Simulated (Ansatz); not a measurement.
Ideal-gas functions of C2H4O2, SMILES `COC=O` at 800 K and 1 bar, from an Ansatz frequency run at PBE0-D4/def2-TZVP.

Molar mass 60.05 g/mol, point group Cs (symmetry number 1), electronic degeneracy 1, moments of inertia 24.873, 72.607, 94.305 u Å². Harmonic wavenumbers (cm⁻¹, unscaled): 132, 303, 350, 786, 970, 1050, 1176, 1193, 1256, 1398, 1465, 1480, 1492, 1833, 3054, 3070, 3148, 3184.

Use S(trans) = R[1.5 ln M + 2.5 ln T − 1.1517]; rotational temperatures θ = 24.2544 K / I; S(rot) = R[ln(√π/σ · √(T³/θAθBθC)) + 1.5]; for each mode x = 1.438777 ν̃/T, S = R[x/(eˣ − 1) − ln(1 − e⁻ˣ)] and H = RT x/(eˣ − 1); 1 cm⁻¹ = 0.0119627 kJ/mol; R = 8.31446 J/(mol·K).

Question: By hand: the entropy, in J/(mol·K).

Answer: Translation 180.4. Rotation: θ = 0.9751, 0.3341, 0.2572 K, giving 110.9. Vibration, mode by mode: 20.29, 13.46, 12.30, 6.10, 4.67, 4.16, 3.48, 3.40, 3.11, 2.54, 2.31, 2.26, 2.22, 1.37, 0.22, 0.22, 0.19, 0.18, in all 82.5. Electronic 0.0. Sum 373.8 J/(mol·K).

Question: By hand: H − E and G − E in kJ/mol, counted from the electronic energy.

Answer: Zero-point energy ½ × 27340 × 0.0119627 = 163.5; thermal vibration 35.8; translation, rotation and pV give 4 RT = 26.6. H − E = 225.9 kJ/mol, and G − E = 225.9 − 800 × 373.8/1000 = -73.1 kJ/mol.

Vibration gives 22 % of the entropy, 20.3 J/(mol·K) of it from the mode under 150 cm⁻¹: soft modes count most, and the harmonic formula is weakest for them. The sum counts one conformer and one mirror image; others add a mixing term.
